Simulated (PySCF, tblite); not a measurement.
**C5H6Cl radical: geometry, infrared bands and EPR parameters**

What infrared bands and EPR parameters should C5H6Cl radical (`[H]/[C]=C\C/C=C\Cl`) show?

Programs: tblite 0.8.0 and PySCF 2.14.0, with density-fitted response routines of our own. Each step states its level of theory. These are calculated values for one molecule in the gas phase, unless marked as measured. Atoms are numbered from 0 throughout.

### 1 The starting structure

12 atoms, charge 0, multiplicity 2; geometry from: force field or distance geometry start.

Bonds of the start (Å): C0–C1 1.30, C1–C2 1.52, C2–C3 1.49, C3–C4 1.33, C4–Cl5 1.71, C0–H6 1.07, C1–H7 1.08, C2–H8 1.10, C2–H9 1.09, C3–H10 1.10, C4–H11 1.08.

### 2 Relaxing the molecule with GFN2-xTB

What the job is given:

```
{"job": {"kind": "relax", "xc": "GFN2-xTB", "basis": "xTB"}, "charge": 0, "multiplicity": 2}
C     -2.502100    -0.418100    -0.194400
C     -1.394900     0.223000    -0.399100
C     -0.240700     0.273500     0.587200
C      0.932700    -0.488800     0.069000
C      2.134800    -0.016400    -0.245900
Cl     2.592500     1.630600    -0.187700
H     -3.428700    -0.929600    -0.037400
H     -1.253000     0.762700    -1.319900
H     -0.545200    -0.147300     1.552500
H     -0.011500     1.327200     0.774700
H      0.776600    -1.571900    -0.017800
H      2.940600    -0.645600    -0.607100
```

On the command line:

```console
$ OMP_NUM_THREADS=1 python probes_run.py task.json out
```

One launch serves the whole session: the jobs run in the order shown.

**Question.** This job is followed by: GFN2-xTB harmonic vibrations, gas phase; UKS B3LYP, pcH-1 on C Cl H, non-relativistic, mean-field spin-orbit, GIAO. Predict these results of the whole session: strongest single infrared mode (GFN2-xTB); zero-point energy (GFN2-xTB); g(iso) (B3LYP); ⟨S²⟩; largest a(iso) (averaged by class); potential on the surface of density 0.002 e/bohr³, 1st and 99th percentile.

As calculated:

| quantity | value |
| --- | --- |
| strongest single infrared mode (GFN2-xTB) | 717 cm⁻¹, 92 km/mol |
| zero-point energy (GFN2-xTB) | 55.2 kcal/mol |
| g(iso) (B3LYP) | 2.00226 |
| ⟨S²⟩ | 0.759 (exact 0.75) |
| largest a(iso) (averaged by class) | 13C on C0, 301.9 MHz |
| potential on the surface of density 0.002 e/bohr³, 1st and 99th percentile | -0.64 V and 1.17 V |

The optimisation took 69 steps and gained 0.205 eV; among the close pairs (by a distance rule), C1–C2 changed most, from 1.519 to 1.544 Å. No mode is imaginary among the 30: a minimum at this level. The strongest single mode, at 717 cm⁻¹, moves mainly H6. GFN2-xTB is a fitted tight-binding method: band positions and strengths are rough. Its intensities can rank the bands wrongly. Most of the unpaired spin sits on C0 (1.03 e). The isotropic g lies 0.1 ppt below the free-electron value. These values are for one conformer; the search (at its own cheap level) found 2 more, at 1.49, 1.80 kcal/mol, and measured spectra average over such forms.
